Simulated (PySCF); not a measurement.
**Question.** Give a GFN2-xTB geometry of `O=CC1CC1`.

**Answer.** 
```xyz
11
C4H6O angstrom
O      2.5098   -0.8935    0.1083
C      1.4467   -0.4336    0.4293
C      0.3068   -0.2197   -0.4693
C     -1.0903   -0.3868    0.0860
C     -0.5889    0.9747   -0.2241
H      1.2490   -0.1247    1.4769
H      0.4859   -0.5184   -1.4940
H     -1.8251   -0.8353   -0.5640
H     -1.1844   -0.6781    1.1214
H     -0.9705    1.4891   -1.0923
H     -0.3337    1.6289    0.5960
```

Any rigid rotation of these coordinates is as good. Atoms count from 1 in this order. The C–C distances run from 1.467 Å (C2–C3, drawn single) to 1.513 Å (C3–C5, drawn single), a spread of 0.046 Å. The 3-membered ring C3–C4–C5 has internal angles of 58.7° to 60.6°.

Bonds between heavy atoms (Å): O1=C2 1.202, C2–C3 1.467, C3–C4 1.513, C4–C5 1.484, C3–C5 1.513.

Computed geometry: GFN2-xTB, gas phase.

Point group: Cs (tolerance 0.08 Å). No GFN2-xTB frequencies stand behind this structure, so it isn't proved a minimum. The numbers are those of one conformer (O1–C2–C3–C4 146°).
